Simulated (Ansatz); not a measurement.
# C2H6: the cost of one run

Method: RKS PBE0/def2-SVP, in Ansatz 0.2.0.

### Step 1. The system as given

Bond lengths: C1–C2 1.522 Å, C1–H3 1.088 Å, C1–H4 1.088 Å, C1–H5 1.088 Å, C2–H6 1.088 Å, C2–H7 1.088 Å, C2–H8 1.088 Å. Angles: C1–C2–H6 110.6°, C1–C2–H7 110.6°, C1–C2–H8 110.6°, H6–C2–H7 108.3°, H6–C2–H8 108.3°, H7–C2–H8 108.3°, C2–C1–H3 110.6°, C2–C1–H4 110.6°, C2–C1–H5 110.6°, H3–C1–H4 108.3°, H3–C1–H5 108.3°, H4–C1–H5 108.3°.

Coordinates:

```xyz
8

C    -0.3275    0.1324   -0.6739
C     0.3273   -0.1326    0.6740
H     0.0778   -0.5322   -1.4339
H    -1.4017   -0.0291   -0.6160
H    -0.1525    1.1587   -0.9892
H    -0.0766    0.5334    1.4334
H     1.4017    0.0278    0.6153
H     0.1515   -1.1584    0.9903
```

### Step 2. Relaxing end A

input.yaml reads:

```yaml
crystal:
  periodic: [false, false, false]
  atoms:
    - { symbol: C, position_ang: [-0.32747, 0.13239, -0.67392] }
    - { symbol: C, position_ang: [0.32732, -0.13259, 0.67396] }
    - { symbol: H, position_ang: [0.07778, -0.53217, -1.43385] }
    - { symbol: H, position_ang: [-1.40167, -0.02914, -0.616] }
    - { symbol: H, position_ang: [-0.15248, 1.15871, -0.9892] }
    - { symbol: H, position_ang: [-0.07659, 0.53338, 1.43342] }
    - { symbol: H, position_ang: [1.40165, 0.02779, 0.61533] }
    - { symbol: H, position_ang: [0.15145, -1.15836, 0.99027] }
basis:
  gaussian: { orbitals: def2-SVP }
hamiltonian:
  xc: pbe0
relax:
  f_tol: 0.015
  max_steps: 40
output:
  orbitals: {}
```

Started as:

```bash
ansatz run input.yaml --threads 1 --pin off --max-ram 2048MiB --backend cpu --events-out ev --progress --plain --runs-dir out
```

What time and memory should one allow on 1 thread of Intel Xeon Platinum 8488C (Sapphire Rapids), shared host?

About 4.5 s, with a peak of 0.12 GiB.
